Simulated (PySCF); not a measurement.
# H4OF+, a complex of two parts: interaction energy, part 1 of 3

Wanted: the interaction energy for `[OH3+]` with `F`.

Computed with PySCF 2.14.0; each step states its level. No surroundings beyond the atoms listed, unless a continuum is named. Atoms count from 0, parts from 1.

### 1 The system as given

6 atoms, charge 1, multiplicity 1; geometry: GFN2-xTB. Parts: 1 = atoms 0–3, `[OH3+]`, charge 1; 2 = atoms 4–5, `F`, charge 0.

### 2 Relaxing the molecule at PBE0-D3(BJ)/def2-TZVPD

What the job is given:

```
{"job": {"xc": "PBE0", "basis": "def2-TZVPD", "d3": "d3bj", "grid": 3, "kind": "geom", "shake": 0.01}, "charge": 1, "multiplicity": 1, "parts": [{"atoms": "0-3", "charge": 1, "multiplicity": 1}, {"atoms": "4-5", "charge": 0, "multiplicity": 1}]}
O     -0.049666     0.018165     0.291947
H     -0.606619     0.720028    -0.173994
H      0.050064    -0.766881    -0.312536
H      0.818768     0.407728     0.590283
F      0.347194    -1.954810    -1.321168
H      0.427722    -2.740473    -1.804286
```

Command:

```bash
OMP_NUM_THREADS=1 python cluster_run.py task.json out
```

This one command runs all jobs of the session in turn.

The log of the run:

```text
step   0  E = -177.07730938  max force = 0.030218
step   1  E = -177.08006350  max force = 0.010738
step   2  E = -177.08131351  max force = 0.003891
step   3  E = -177.08165669  max force = 0.005393
step   4  E = -177.08185627  max force = 0.005674
step   5  E = -177.08194652  max force = 0.001808
step   6  E = -177.08198794  max force = 0.000542
step   7  E = -177.08199391  max force = 0.000252
optimisation converged
```

Run time: 36 s. Hardware: 1 thread of Arm Neoverse N1, shared host; peak memory 0.52 GiB.

Along the way:

```tsv
step	energy from step 0 (eV)	largest force component (eV/Å)
0	0.0000	1.5539
1	-0.0749	0.5522
2	-0.1090	0.2001
3	-0.1183	0.2773
4	-0.1237	0.2918
5	-0.1262	0.0930
6	-0.1273	0.0279
7	-0.1275	0.0130
```

Close pairs (by a distance rule), those that changed most:

```tsv
bond	before (Å)	after (Å)	change (Å)
O0–H1	1.010	0.974	-0.036
O0–H2	0.996	1.025	+0.029
O0–H3	0.997	0.975	-0.023
F4–H5	0.926	0.934	+0.008
```

The next job starts from the end point, and lists it.

```tsv
at the end point	value
point group (found at 0.08 Å tolerance)	Cs
rotational constants (GHz, main isotopes)	244.7, 8.032, 7.964
```

Contacts at the end point (a selection, picked against the atoms' radii; other short pairs can be missing):

```tsv
atoms	distance (Å)	kind (by distance and angle)	angle (°)
H2···F4	1.45	hydrogen bond	176
```

Against the parts relaxed at this level the binding energy is -19.58 kcal/mol, without counterpoise.

### 3 Coupled-cluster interaction energy: CCSD(T) and MP2, 1.45 Å

What the job is given:

```
{"job": {"kind": "intercc", "basis": "aug-cc-pVDZ", "basis_mid": "aug-cc-pVTZ", "basis_large": "aug-cc-pVQZ"}, "charge": 1, "multiplicity": 1, "parts": [{"atoms": "0-3", "charge": 1, "multiplicity": 1}, {"atoms": "4-5", "charge": 0, "multiplicity": 1}]}
O     -0.040022    -0.067375     0.189636
H     -0.570605     0.649931    -0.201920
H      0.156976    -0.819975    -0.477963
H      0.768735     0.285361     0.603402
F      0.497281    -1.818364    -1.475615
H      0.226308    -2.711303    -1.508560
```

Level: CCSD(T)/aug-cc-pVDZ and MP2/aug-cc-pVTZ, aug-cc-pVQZ counterpoise interaction energy, frozen core, gas phase.

The log of the run:

```text
part 1, own basis, geometry of the cluster
final grid: 27328 points
cycle   1  E = -76.3110901358  dE =  2.976e-01  |g| = 3.075e-01  |ddm| = 3.332e+00
cycle   2  E = -76.3355825341  dE = -2.449e-02  |g| = 7.644e-02  |ddm| = 6.563e-01
cycle   3  E = -76.3366315318  dE = -1.049e-03  |g| = 2.940e-02  |ddm| = 1.458e-01
cycle   4  E = -76.3367863108  dE = -1.548e-04  |g| = 6.946e-03  |ddm| = 4.318e-02
cycle   5  E = -76.3367998987  dE = -1.359e-05  |g| = 1.628e-03  |ddm| = 1.272e-02
cycle   6  E = -76.3368009750  dE = -1.076e-06  |g| = 2.549e-04  |ddm| = 2.991e-03
cycle   7  E = -76.3368010122  dE = -3.718e-08  |g| = 4.210e-05  |ddm| = 7.552e-04
cycle   8  E = -76.3368010132  dE = -1.041e-09  |g| = 6.740e-06  |ddm| = 1.227e-04
cycle   9  E = -76.3368010132  dE = -2.103e-11  |g| = 1.100e-06  |ddm| = 1.745e-05
converged SCF energy = -76.3368010132

part 2, own basis, geometry of the cluster
final grid: 16976 points
cycle   1  E = -100.0319486815  dE = -1.795e-01  |g| = 4.025e-01  |ddm| = 1.960e+00
cycle   2  E = -100.0529342023  dE = -2.099e-02  |g| = 2.403e-01  |ddm| = 6.576e-01
cycle   3  E = -100.0598964978  dE = -6.962e-03  |g| = 2.369e-02  |ddm| = 2.222e-01
cycle   4  E = -100.0600179194  dE = -1.214e-04  |g| = 6.558e-03  |ddm| = 2.973e-02
cycle   5  E = -100.0600356629  dE = -1.774e-05  |g| = 1.591e-03  |ddm| = 1.268e-02
cycle   6  E = -100.0600371872  dE = -1.524e-06  |g| = 2.484e-04  |ddm| = 4.508e-03
cycle   7  E = -100.0600372271  dE = -3.982e-08  |g| = 2.146e-05  |ddm| = 8.488e-04
cycle   8  E = -100.0600372273  dE = -2.230e-10  |g| = 2.412e-06  |ddm| = 4.803e-05
converged SCF energy = -100.0600372273

part 1, own basis, relaxed alone
final grid: 27328 points
cycle   1  E = -76.3140070649  dE =  3.316e-01  |g| = 3.081e-01  |ddm| = 3.361e+00
cycle   2  E = -76.3385272810  dE = -2.452e-02  |g| = 7.732e-02  |ddm| = 6.669e-01
cycle   3  E = -76.3395831030  dE = -1.056e-03  |g| = 2.974e-02  |ddm| = 1.498e-01
cycle   4  E = -76.3397391867  dE = -1.561e-04  |g| = 6.671e-03  |ddm| = 4.340e-02
cycle   5  E = -76.3397517767  dE = -1.259e-05  |g| = 1.561e-03  |ddm| = 1.246e-02
cycle   6  E = -76.3397527435  dE = -9.668e-07  |g| = 2.411e-04  |ddm| = 2.777e-03
cycle   7  E = -76.3397527762  dE = -3.266e-08  |g| = 4.001e-05  |ddm| = 7.097e-04
cycle   8  E = -76.3397527771  dE = -9.182e-10  |g| = 6.259e-06  |ddm| = 1.169e-04
converged SCF energy = -76.3397527771

part 2, own basis, relaxed alone
final grid: 16976 points
cycle   1  E = -100.0334424195  dE = -1.669e-01  |g| = 4.001e-01  |ddm| = 1.981e+00
cycle   2  E = -100.0540951590  dE = -2.065e-02  |g| = 2.355e-01  |ddm| = 6.586e-01
cycle   3  E = -100.0607482976  dE = -6.653e-03  |g| = 2.345e-02  |ddm| = 2.190e-01
cycle   4  E = -100.0608614377  dE = -1.131e-04  |g| = 6.223e-03  |ddm| = 2.906e-02
cycle   5  E = -100.0608769736  dE = -1.554e-05  |g| = 1.504e-03  |ddm| = 1.190e-02
cycle   6  E = -100.0608783022  dE = -1.329e-06  |g| = 2.375e-04  |ddm| = 4.215e-03
cycle   7  E = -100.0608783385  dE = -3.632e-08  |g| = 2.124e-05  |ddm| = 8.269e-04
cycle   8  E = -100.0608783387  dE = -2.208e-10  |g| = 2.369e-06  |ddm| = 4.891e-05
converged SCF energy = -100.0608783387

cluster
final grid: 4656 points
cycle   1  E = -176.4233722208  dE = -2.289e-02  |g| = 6.818e-02  |ddm| = 8.308e-01
cycle   2  E = -176.4251683815  dE = -1.796e-03  |g| = 2.488e-02  |ddm| = 1.539e-01
cycle   3  E = -176.4254176646  dE = -2.493e-04  |g| = 1.110e-02  |ddm| = 5.554e-02
cycle   4  E = -176.4254541544  dE = -3.649e-05  |g| = 2.860e-03  |ddm| = 2.063e-02
cycle   5  E = -176.4254565335  dE = -2.379e-06  |g| = 5.126e-04  |ddm| = 5.537e-03
cycle   6  E = -176.4254566428  dE = -1.093e-07  |g| = 1.137e-04  |ddm| = 1.442e-03
cycle   7  E = -176.4254566463  dE = -3.488e-09  |g| = 4.207e-05  |ddm| = 2.047e-04
cycle   8  E = -176.4254566468  dE = -5.318e-10  |g| = 7.234e-06  |ddm| = 7.611e-05
converged SCF energy = -176.4254566468

part 1 in the basis of the cluster
final grid: 4656 points
cycle   1  E = -76.3368884606  dE = -9.137e-05  |g| = 1.833e-03  |ddm| = 4.047e-01
cycle   2  E = -76.3368892613  dE = -8.007e-07  |g| = 1.953e-04  |ddm| = 4.000e-02
cycle   3  E = -76.3368892728  dE = -1.149e-08  |g| = 1.441e-05  |ddm| = 4.963e-03
cycle   4  E = -76.3368892728  dE = -7.952e-11  |g| = 4.856e-06  |ddm| = 1.704e-04
converged SCF energy = -76.3368892728

part 2 in the basis of the cluster
final grid: 4656 points
cycle   1  E = -100.0602511793  dE = -2.143e-04  |g| = 3.574e-03  |ddm| = 3.852e-01
cycle   2  E = -100.0602540991  dE = -2.920e-06  |g| = 4.714e-04  |ddm| = 4.930e-02
cycle   3  E = -100.0602541706  dE = -7.150e-08  |g| = 7.636e-05  |ddm| = 8.763e-03
cycle   4  E = -100.0602541719  dE = -1.305e-09  |g| = 3.679e-05  |ddm| = 5.721e-04
cycle   5  E = -100.0602541722  dE = -2.756e-10  |g| = 6.783e-06  |ddm| = 1.635e-04
converged SCF energy = -100.0602541722

Interaction energy (kcal/mol)
  counterpoise      -19.086
  uncorrected       -19.898
  dispersion part     0.000
  deformation         1.171
  binding           -17.915

Decomposition of the uncorrected value (kcal/mol)
  electrostatic     -21.426
  Pauli              19.137
  orbital           -15.672
  dispersion          0.000
  correlation        -1.937

Charge of each part in the cluster: 0.945 0.055
part 1, own basis, geometry of the cluster
final grid: 27328 points
cycle   1  E = -76.3167226260  dE =  2.963e-01  |g| = 3.099e-01  |ddm| = 3.493e+00
cycle   2  E = -76.3412179358  dE = -2.450e-02  |g| = 7.664e-02  |ddm| = 5.424e-01
cycle   3  E = -76.3422622000  dE = -1.044e-03  |g| = 2.847e-02  |ddm| = 1.426e-01
cycle   4  E = -76.3424088745  dE = -1.467e-04  |g| = 7.228e-03  |ddm| = 4.303e-02
cycle   5  E = -76.3424227266  dE = -1.385e-05  |g| = 1.696e-03  |ddm| = 1.389e-02
cycle   6  E = -76.3424238639  dE = -1.137e-06  |g| = 2.721e-04  |ddm| = 3.195e-03
cycle   7  E = -76.3424239060  dE = -4.208e-08  |g| = 4.565e-05  |ddm| = 7.323e-04
cycle   8  E = -76.3424239072  dE = -1.205e-09  |g| = 7.429e-06  |ddm| = 1.311e-04
cycle   9  E = -76.3424239072  dE = -2.593e-11  |g| = 1.231e-06  |ddm| = 1.838e-05
converged SCF energy = -76.3424239072

part 2, own basis, geometry of the cluster
final grid: 16976 points
cycle   1  E = -100.0391317372  dE = -1.802e-01  |g| = 4.060e-01  |ddm| = 2.114e+00
cycle   2  E = -100.0602531898  dE = -2.112e-02  |g| = 2.429e-01  |ddm| = 6.038e-01
cycle   3  E = -100.0673139146  dE = -7.061e-03  |g| = 2.412e-02  |ddm| = 2.186e-01
cycle   4  E = -100.0674364882  dE = -1.226e-04  |g| = 6.762e-03  |ddm| = 2.739e-02
cycle   5  E = -100.0674546794  dE = -1.819e-05  |g| = 1.657e-03  |ddm| = 1.167e-02
cycle   6  E = -100.0674562974  dE = -1.618e-06  |g| = 2.741e-04  |ddm| = 4.063e-03
cycle   7  E = -100.0674563460  dE = -4.861e-08  |g| = 2.541e-05  |ddm| = 8.826e-04
cycle   8  E = -100.0674563463  dE = -3.313e-10  |g| = 2.790e-06  |ddm| = 7.851e-05
converged SCF energy = -100.0674563463

part 1, own basis, relaxed alone
final grid: 27328 points
cycle   1  E = -76.3197156878  dE =  3.303e-01  |g| = 3.103e-01  |ddm| = 3.522e+00
cycle   2  E = -76.3442308551  dE = -2.452e-02  |g| = 7.745e-02  |ddm| = 5.497e-01
cycle   3  E = -76.3452813782  dE = -1.051e-03  |g| = 2.883e-02  |ddm| = 1.461e-01
cycle   4  E = -76.3454293556  dE = -1.480e-04  |g| = 6.955e-03  |ddm| = 4.315e-02
cycle   5  E = -76.3454422150  dE = -1.286e-05  |g| = 1.626e-03  |ddm| = 1.366e-02
cycle   6  E = -76.3454432381  dE = -1.023e-06  |g| = 2.573e-04  |ddm| = 3.002e-03
cycle   7  E = -76.3454432751  dE = -3.698e-08  |g| = 4.332e-05  |ddm| = 6.833e-04
cycle   8  E = -76.3454432761  dE = -1.063e-09  |g| = 6.912e-06  |ddm| = 1.250e-04
cycle   9  E = -76.3454432761  dE = -2.150e-11  |g| = 1.115e-06  |ddm| = 1.729e-05
converged SCF energy = -76.3454432761

part 2, own basis, relaxed alone
final grid: 16976 points
cycle   1  E = -100.0406826624  dE = -1.677e-01  |g| = 4.036e-01  |ddm| = 2.133e+00
cycle   2  E = -100.0614681296  dE = -2.079e-02  |g| = 2.381e-01  |ddm| = 6.033e-01
cycle   3  E = -100.0682172461  dE = -6.749e-03  |g| = 2.387e-02  |ddm| = 2.154e-01
cycle   4  E = -100.0683313947  dE = -1.141e-04  |g| = 6.420e-03  |ddm| = 2.681e-02
cycle   5  E = -100.0683473288  dE = -1.593e-05  |g| = 1.567e-03  |ddm| = 1.095e-02
cycle   6  E = -100.0683487401  dE = -1.411e-06  |g| = 2.618e-04  |ddm| = 3.779e-03
cycle   7  E = -100.0683487842  dE = -4.411e-08  |g| = 2.505e-05  |ddm| = 8.489e-04
cycle   8  E = -100.0683487845  dE = -3.245e-10  |g| = 2.762e-06  |ddm| = 7.838e-05
converged SCF energy = -100.0683487845

cluster
final grid: 4656 points
cycle   1  E = -176.4364168511  dE = -2.310e-02  |g| = 6.871e-02  |ddm| = 9.679e-01
cycle   2  E = -176.4382510872  dE = -1.834e-03  |g| = 2.552e-02  |ddm| = 1.409e-01
cycle   3  E = -176.4385056285  dE = -2.545e-04  |g| = 1.115e-02  |ddm| = 5.127e-02
cycle   4  E = -176.4385432372  dE = -3.761e-05  |g| = 3.019e-03  |ddm| = 2.026e-02
cycle   5  E = -176.4385456902  dE = -2.453e-06  |g| = 5.410e-04  |ddm| = 5.049e-03
cycle   6  E = -176.4385458100  dE = -1.197e-07  |g| = 1.154e-04  |ddm| = 1.307e-03
cycle   7  E = -176.4385458136  dE = -3.603e-09  |g| = 4.329e-05  |ddm| = 2.169e-04
cycle   8  E = -176.4385458141  dE = -5.489e-10  |g| = 7.550e-06  |ddm| = 8.278e-05
converged SCF energy = -176.4385458141

part 1 in the basis of the cluster
final grid: 4656 points
cycle   1  E = -76.3424449345  dE = -2.524e-05  |g| = 8.738e-04  |ddm| = 4.117e-01
cycle   2  E = -76.3424451083  dE = -1.738e-07  |g| = 8.261e-05  |ddm| = 3.367e-02
cycle   3  E = -76.3424451103  dE = -2.031e-09  |g| = 4.466e-06  |ddm| = 3.541e-03
cycle   4  E = -76.3424451103  dE = -7.418e-12  |g| = 9.377e-07  |ddm| = 1.084e-04
converged SCF energy = -76.3424451103

part 2 in the basis of the cluster
final grid: 4656 points
cycle   1  E = -100.0675604751  dE = -1.041e-04  |g| = 2.240e-03  |ddm| = 5.569e-01
cycle   2  E = -100.0675615443  dE = -1.069e-06  |g| = 2.623e-04  |ddm| = 5.008e-02
cycle   3  E = -100.0675615657  dE = -2.141e-08  |g| = 2.761e-05  |ddm| = 6.528e-03
cycle   4  E = -100.0675615660  dE = -2.633e-10  |g| = 1.225e-05  |ddm| = 4.342e-04
converged SCF energy = -100.0675615660

Interaction energy (kcal/mol)
  counterpoise      -19.467
  uncorrected       -19.930
  dispersion part     0.000
  deformation         1.304
  binding           -18.163

Decomposition of the uncorrected value (kcal/mol)
  electrostatic     -21.371
  Pauli              19.212
  orbital           -15.832
  dispersion          0.000
  correlation        -1.940

Charge of each part in the cluster: 0.945 0.055
part 1 in the basis of the cluster: E(HF) = -76.315040610  E2 = -0.213964526  E(CCSD corr) = -0.224652619  (T) = -0.004459518
part 2 in the basis of the cluster: E(HF) = -100.033023505  E2 = -0.224339115  E(CCSD corr) = -0.227965515  (T) = -0.004377314
cluster: E(HF) = -176.375473732  E2 = -0.439567932  E(CCSD corr) = -0.453196436  (T) = -0.009268427

Counterpoise interaction energy (kcal/mol)
  hf_small                 -17.200
  mp2_small                -17.993
  ccsd_small               -17.563
  ccsdt_small              -17.834
  hf_large                 -17.909
  mp2_large                -19.467
  hf_middle                -17.767
  mp2_middle               -19.086
  scs_mp2_large            -18.657
  mp2_limit                -19.642
  ccsdt_less_mp2             0.160
  ccsdt_limit_estimate     -19.482
  bsse_mp2_large             0.463
```

It took 49 s on 1 thread of Arm Neoverse N1, shared host; peak memory 0.52 GiB.

Contacts at this geometry (a selection, picked against the atoms' radii; other short pairs can be missing):

```tsv
atoms	distance (Å)	kind (by distance and angle)	angle (°)
H2···F4	1.45	hydrogen bond	176
```

Differences are taken before rounding.

```tsv
method	interaction energy (kcal/mol)	from CCSD(T), limit estimate (kcal/mol)
HF/aug-cc-pVDZ	-17.20	+2.28
MP2/aug-cc-pVDZ	-17.99	+1.49
CCSD/aug-cc-pVDZ	-17.56	+1.92
CCSD(T)/aug-cc-pVDZ	-17.83	+1.65
HF/aug-cc-pVQZ	-17.91	+1.57
MP2/aug-cc-pVQZ	-19.47	+0.02
SCS-MP2/aug-cc-pVQZ	-18.66	+0.83
MP2, extrapolated	-19.64	-0.16
CCSD(T), limit estimate	-19.48	0
```

These energies keep the parts at their geometry in the cluster; deforming them to it costs 1.30 kcal/mol (MP2).

### 4 Coupled-cluster interaction energy: CCSD(T) and MP2, 1.52 Å

Settings changed since step 3:

```diff
@@ -5,3 +5,3 @@
 H      0.768735     0.285361     0.603402
-F      0.497281    -1.818364    -1.475615
-H      0.226308    -2.711303    -1.508560
+F      0.514296    -1.868283    -1.525498
+H      0.243323    -2.761222    -1.558443
```

Method: CCSD(T)/aug-cc-pVDZ and MP2/aug-cc-pVTZ, aug-cc-pVQZ counterpoise interaction energy, frozen core, gas phase.

The log of the run:

```text
part 1, own basis, geometry of the cluster: E = -76.3368010132 (as before)

part 2, own basis, geometry of the cluster: E = -100.0600372273 (as before)

part 1, own basis, relaxed alone: E = -76.3397527771 (as before)

part 2, own basis, relaxed alone: E = -100.0608783387 (as before)

cluster
final grid: 4656 points
cycle   1  E = -176.4239344071  dE = -1.855e-02  |g| = 6.106e-02  |ddm| = 7.377e-01
cycle   2  E = -176.4254038138  dE = -1.469e-03  |g| = 2.265e-02  |ddm| = 1.360e-01
cycle   3  E = -176.4256075396  dE = -2.037e-04  |g| = 1.036e-02  |ddm| = 4.894e-02
cycle   4  E = -176.4256400550  dE = -3.252e-05  |g| = 2.566e-03  |ddm| = 1.921e-02
cycle   5  E = -176.4256420875  dE = -2.033e-06  |g| = 4.644e-04  |ddm| = 5.150e-03
cycle   6  E = -176.4256421795  dE = -9.204e-08  |g| = 1.035e-04  |ddm| = 1.298e-03
cycle   7  E = -176.4256421824  dE = -2.863e-09  |g| = 3.802e-05  |ddm| = 1.807e-04
cycle   8  E = -176.4256421828  dE = -4.372e-10  |g| = 6.474e-06  |ddm| = 6.752e-05
converged SCF energy = -176.4256421828

part 1 in the basis of the cluster
final grid: 4656 points
cycle   1  E = -76.3368816146  dE = -8.416e-05  |g| = 1.748e-03  |ddm| = 3.751e-01
cycle   2  E = -76.3368823587  dE = -7.441e-07  |g| = 1.870e-04  |ddm| = 3.704e-02
cycle   3  E = -76.3368823694  dE = -1.069e-08  |g| = 1.349e-05  |ddm| = 4.577e-03
cycle   4  E = -76.3368823694  dE = -7.398e-11  |g| = 4.104e-06  |ddm| = 1.533e-04
converged SCF energy = -76.3368823694

part 2 in the basis of the cluster
final grid: 4656 points
cycle   1  E = -100.0602324277  dE = -1.955e-04  |g| = 3.374e-03  |ddm| = 3.566e-01
cycle   2  E = -100.0602350976  dE = -2.670e-06  |g| = 4.469e-04  |ddm| = 4.621e-02
cycle   3  E = -100.0602351636  dE = -6.605e-08  |g| = 7.408e-05  |ddm| = 8.283e-03
cycle   4  E = -100.0602351648  dE = -1.221e-09  |g| = 3.547e-05  |ddm| = 5.421e-04
cycle   5  E = -100.0602351651  dE = -2.572e-10  |g| = 6.516e-06  |ddm| = 1.568e-04
converged SCF energy = -100.0602351651

Interaction energy (kcal/mol)
  counterpoise      -19.066
  uncorrected       -19.786
  dispersion part     0.000
  deformation         1.171
  binding           -17.896

Decomposition of the uncorrected value (kcal/mol)
  electrostatic     -19.598
  Pauli              14.235
  orbital           -12.714
  dispersion          0.000
  correlation        -1.709

Charge of each part in the cluster: 0.953 0.047
part 1, own basis, geometry of the cluster: E = -76.3424239072 (as before)

part 2, own basis, geometry of the cluster: E = -100.0674563463 (as before)

part 1, own basis, relaxed alone: E = -76.3454432761 (as before)

part 2, own basis, relaxed alone: E = -100.0683487845 (as before)

cluster
final grid: 4656 points
cycle   1  E = -176.4369997375  dE = -1.882e-02  |g| = 6.170e-02  |ddm| = 8.691e-01
cycle   2  E = -176.4385062972  dE = -1.507e-03  |g| = 2.327e-02  |ddm| = 1.266e-01
cycle   3  E = -176.4387150396  dE = -2.087e-04  |g| = 1.042e-02  |ddm| = 4.555e-02
cycle   4  E = -176.4387484942  dE = -3.345e-05  |g| = 2.719e-03  |ddm| = 1.888e-02
cycle   5  E = -176.4387506063  dE = -2.112e-06  |g| = 4.916e-04  |ddm| = 4.720e-03
cycle   6  E = -176.4387507080  dE = -1.017e-07  |g| = 1.046e-04  |ddm| = 1.198e-03
cycle   7  E = -176.4387507109  dE = -2.956e-09  |g| = 3.928e-05  |ddm| = 1.938e-04
cycle   8  E = -176.4387507114  dE = -4.519e-10  |g| = 6.764e-06  |ddm| = 7.425e-05
converged SCF energy = -176.4387507114

part 1 in the basis of the cluster
final grid: 4656 points
cycle   1  E = -76.3424438232  dE = -2.368e-05  |g| = 8.473e-04  |ddm| = 3.790e-01
cycle   2  E = -76.3424439899  dE = -1.667e-07  |g| = 8.088e-05  |ddm| = 3.106e-02
cycle   3  E = -76.3424439919  dE = -1.960e-09  |g| = 4.343e-06  |ddm| = 3.265e-03
cycle   4  E = -76.3424439919  dE = -7.063e-12  |g| = 1.013e-06  |ddm| = 9.517e-05
converged SCF energy = -76.3424439919

part 2 in the basis of the cluster
final grid: 4656 points
cycle   1  E = -100.0675536622  dE = -9.727e-05  |g| = 2.142e-03  |ddm| = 5.267e-01
cycle   2  E = -100.0675546595  dE = -9.974e-07  |g| = 2.525e-04  |ddm| = 4.738e-02
cycle   3  E = -100.0675546796  dE = -2.003e-08  |g| = 2.741e-05  |ddm| = 6.130e-03
cycle   4  E = -100.0675546798  dE = -2.449e-10  |g| = 1.277e-05  |ddm| = 4.023e-04
converged SCF energy = -100.0675546798

Interaction energy (kcal/mol)
  counterpoise      -19.411
  uncorrected       -19.812
  dispersion part     0.000
  deformation         1.304
  binding           -18.107

Decomposition of the uncorrected value (kcal/mol)
  electrostatic     -19.513
  Pauli              14.302
  orbital           -12.908
  dispersion          0.000
  correlation        -1.693

Charge of each part in the cluster: 0.953 0.047
part 1 in the basis of the cluster: E(HF) = -76.315028655  E2 = -0.213900810  E(CCSD corr) = -0.224592632  (T) = -0.004454091
part 2 in the basis of the cluster: E(HF) = -100.032983926  E2 = -0.224176770  E(CCSD corr) = -0.227805917  (T) = -0.004361617
cluster: E(HF) = -176.375880068  E2 = -0.439239481  E(CCSD corr) = -0.452968198  (T) = -0.009211520

Counterpoise interaction energy (kcal/mol)
  hf_small                 -17.487
  mp2_small                -18.216
  ccsd_small               -17.845
  ccsdt_small              -18.093
  hf_large                 -18.042
  mp2_large                -19.411
  hf_middle                -17.899
  mp2_middle               -19.066
  scs_mp2_large            -18.704
  mp2_limit                -19.558
  ccsdt_less_mp2             0.123
  ccsdt_limit_estimate     -19.434
  bsse_mp2_large             0.401
```

Wall time 44 s (1 thread of Arm Neoverse N1, shared host); peak memory 0.52 GiB.

Contacts at this geometry (a selection, picked against the atoms' radii; other short pairs can be missing):

```tsv
atoms	distance (Å)	kind (by distance and angle)	angle (°)
H2···F4	1.52	hydrogen bond	176
```

Differences are taken before rounding.

```tsv
method	interaction energy (kcal/mol)	from CCSD(T), limit estimate (kcal/mol)
HF/aug-cc-pVDZ	-17.49	+1.95
MP2/aug-cc-pVDZ	-18.22	+1.22
CCSD/aug-cc-pVDZ	-17.84	+1.59
CCSD(T)/aug-cc-pVDZ	-18.09	+1.34
HF/aug-cc-pVQZ	-18.04	+1.39
MP2/aug-cc-pVQZ	-19.41	+0.02
SCS-MP2/aug-cc-pVQZ	-18.70	+0.73
MP2, extrapolated	-19.56	-0.12
CCSD(T), limit estimate	-19.43	0
```

These energies keep the parts at their geometry in the cluster; deforming them to it costs 1.30 kcal/mol (MP2).

(Continued in part 2 of 3.)
